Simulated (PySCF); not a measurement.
## Level of theory and adiabatic energies of losing or gaining an electron: hydroxyoxomethylium

Structure: `O=C=[OH+]` ([CHO2]+).

All levels share the PBE0-D3(BJ)/def2-SVP structures and the PBE0-D3(BJ)/def2-SVP thermal terms; only the single-point energies (PySCF) change. Values are adiabatic energies of losing or gaining an electron (0 K, eV).

```csv
level,recombination energy to the radical,time
HF/ma-def2-TZVP,7.68,2.1 s
MP2/ma-def2-TZVP,7.79,11 s
CCSD(T)/ma-def2-TZVP,7.98,10 min
PBE0-D3(BJ)/ma-def2-TZVP,8.14,–
```

Times are wall times for all single points of a level on 1 thread of Arm Neoverse V2, a shared host; the dash marks the run that also made the structures.

Hartree-Fock leaves out electron correlation, so its ionisation energies and electron affinities from energy differences come out too low, often by 1 eV or more.

The spread: 0.46 eV, from 7.68 to 8.14.

---

Level of theory and adiabatic energies of losing or gaining an electron: `[CH]=N` (CH2N•)

The parent is a doublet.

All levels share the PBE0-D3(BJ)/ma-def2-SVP structures and the PBE0-D3(BJ)/ma-def2-SVP thermal terms; only the single-point energies (PySCF) change. Values are adiabatic energies of losing or gaining an electron (0 K, eV).

```
                    level  ionisation energy to the singlet cation    time
      MP2/jun-cc-pV(T+d)Z                                     6.45    22 s
       HF/jun-cc-pV(T+d)Z                                     6.55   4.3 s
  CCSD(T)/jun-cc-pV(T+d)Z                                     6.80  12 min
ωB97X-D3(BJ)/ma-def2-TZVP                                     7.03       –
```

Times are wall times for all single points of a level on 1 thread of Arm Neoverse V1, a shared host; the dash marks the run that also made the structures.

Hartree-Fock leaves out electron correlation, so its ionisation energies and electron affinities from energy differences come out too low, often by 1 eV or more.

The spread: 0.58 eV, from 6.45 to 7.03.

---

How the method moves the adiabatic energies of losing or gaining an electron of `[CH2][S-]` ([CH2S]-•)

The parent is a doublet.

All levels share the PBE0-D3(BJ)/ma-def2-SVP structures and the PBE0-D3(BJ)/ma-def2-SVP thermal terms; only the single-point energies (PySCF) change. Values are adiabatic energies of losing or gaining an electron (0 K, eV).

```csv
level,detachment energy to the singlet neutral,time
HF/jun-cc-pV(T+d)Z,0.19,2.7 s
MP2/jun-cc-pV(T+d)Z,0.35,14 s
CCSD(T)/jun-cc-pV(T+d)Z,0.41,8.3 min
ωB97X-D3(BJ)/ma-def2-TZVP,0.65,–
```

Times are wall times for all single points of a level on 1 thread of Arm Neoverse V2, a shared host; the dash marks the run that also made the structures.

Hartree-Fock leaves out electron correlation, so its ionisation energies and electron affinities from energy differences come out too low, often by 1 eV or more.

The spread: 0.46 eV, from 0.19 to 0.65.
